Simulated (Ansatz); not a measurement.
## Ansatz (development build ahead of 0.2.0) run

```yaml
crystal:
  periodic: [false, false, false]
  atoms:
    - { symbol: B, position_ang: [0.01488, -0.01407, -0.16311] }
    - { symbol: H, position_ang: [0.00908, 0.0172, 1.08969] }
basis:
  gaussian: { orbitals: def2-TZVP }
hamiltonian:
  xc: hf
correlation:
  method: mp2
  frozen_orbitals: { B: 1, H: 0 }
```

The input is written out in the form of the current development build from the run's settings.

The run gave:

```yaml
Converged: yes
Reference_energy: -25.12996 hartree
Correlation_energy: -0.07054 hartree
Total_energy: -25.20050 hartree
Spin_squared_of_the_determinant: 0.000
```
